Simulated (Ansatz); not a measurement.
FH₂Si, SMILES F[SiH2], a test of scalar relativity

Computed with the Python package of Ansatz (0.2.0).

The cells in order, each with its output:

```python
import ansatz as az
from ase import Atoms
import numpy as np

atoms = Atoms(["F", "Si", "H", "H"], positions=[
    [1.20559, 0.64754, -0.42551],
    [-0.12215, -0.26492, -0.24687],
    [-1.21993, 0.67852, -0.26164],
    [0.13649, -1.06114, 0.93402],
])
fh2si = az.Crystal.molecule_from_ase(atoms)
```

```python
model = fh2si.calculation()
model = model.functional("pbe0", dispersion="d4").spin("collinear", total=1)
model = model.forces()
# a set contracted for a scalar-relativistic Hamiltonian goes with the relativistic run
sets = {"none": "cc-pVTZ", "scalar": "cc-pVTZ-DK"}
found = {kind: model.basis(gaussian=basis).pseudopotentials(relativity=kind).run(threads=1, pin="off").report for kind, basis in sets.items()}
for kind, each in found.items():
    dipole = 4.803205 * np.linalg.norm(each["charge_distribution"]["dipole_moment_e_ang"])
    print(f"{kind:7s} E = {each['free_energy_ev']:.4f} eV  dipole {dipole:.3f} D  largest force component {np.abs(each['forces_ev_ang']).max():.4f} eV/A")
print(f"relativity lowers the total energy by {found['none']['free_energy_ev'] - found['scalar']['free_energy_ev']:.3f} eV")
```

    none    E = -10622.2406 eV  dipole 1.422 D  largest force component 0.9831 eV/A
    scalar  E = -10641.1547 eV  dipole 1.424 D  largest force component 0.9775 eV/A
    relativity lowers the total energy by 18.914 eV

The total moves by -18.9 eV, nearly all in the cores, and the dipole from 1.42 to 1.42 D.

Caveats:
- Total energies depend on the basis set; only differences at equal settings carry meaning.
- The geometry is a force-field or estimated start, not a minimum of this method. The basis set changes with the Hamiltonian (a set recontracted for scalar relativity), and most of the change in the total lies in the cores.
- The run takes the species as open-shell (spin multiplicity 2), which needn't be its ground state.
- Wall time of the script: 4.2 s on 1 thread of Arm Neoverse V1, with other jobs on the host, peak memory 0.22 GiB.
